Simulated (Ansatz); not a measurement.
Process, species as SMILES: ClCl (Cl2) → Cl2+ (doublet, bonded as ClCl) + e-
B3LYP-D3(BJ)/def2-TZVP geometries, fixed; electronic energies without zero-point terms.

How fast the adiabatic ionisation energy converges with the basis for several methods (Ansatz, a quantum-chemistry and plane-wave program): deviation from each method's own reference, in eV. References: CCSD(T) 11.571 eV, Hartree-Fock in aug-cc-pV(Q+d)Z plus the correlation part extrapolated as X^-3 from aug-cc-pV(T+d)Z and aug-cc-pV(Q+d)Z; HF 10.829 eV, the value in pcseg-4; MP2 11.558 eV, Hartree-Fock in aug-cc-pV(Q+d)Z plus the correlation part extrapolated as X^-3 from aug-cc-pV(T+d)Z and aug-cc-pV(Q+d)Z; PBE 11.116 eV, the value in aug-cc-pV(5+d)Z; PBE0 11.296 eV, the value in aug-cc-pV(5+d)Z; r2SCAN 11.229 eV, the value in aug-cc-pV(5+d)Z. All functions are spherical. In correlated methods cores are frozen. Open shells are unrestricted. No added dispersion term, no relativity. 

```tsv
basis	functions	CCSD(T)	HF	MP2	PBE	PBE0	r2SCAN
pcseg-1	36	___	0.366	-0.202	0.229	0.264	0.292
cc-pV(D+d)Z	46	___	0.270	-0.343	0.068	0.138	0.185
def2-SVPD	54	___	0.424	-0.017	0.305	0.342	0.380
aug-cc-pV(D+d)Z	64	___	0.178	-0.168	0.096	0.116	0.148
aug-cc-pV(T+d)Z	110	___	0.029	-0.130	0.018	0.019	0.021
pcseg-3	128	___	0.001	-0.125	-0.003	-0.003	0.000
cc-pV(Q+d)Z	128	___	0.009	-0.093	-0.005	0.000	0.001
aug-cc-pV(Q+d)Z	178	___	0.010	-0.063	0.004	0.005	0.003
```

Some entries are withheld; supply them.


- pcseg-1, CCSD(T): -0.252
- cc-pV(D+d)Z, CCSD(T): -0.397
- def2-SVPD, CCSD(T): -0.055
- aug-cc-pV(D+d)Z, CCSD(T): -0.217
- aug-cc-pV(T+d)Z, CCSD(T): -0.157
- pcseg-3, CCSD(T): -0.138
- cc-pV(Q+d)Z, CCSD(T): -0.104
- aug-cc-pV(Q+d)Z, CCSD(T): -0.074
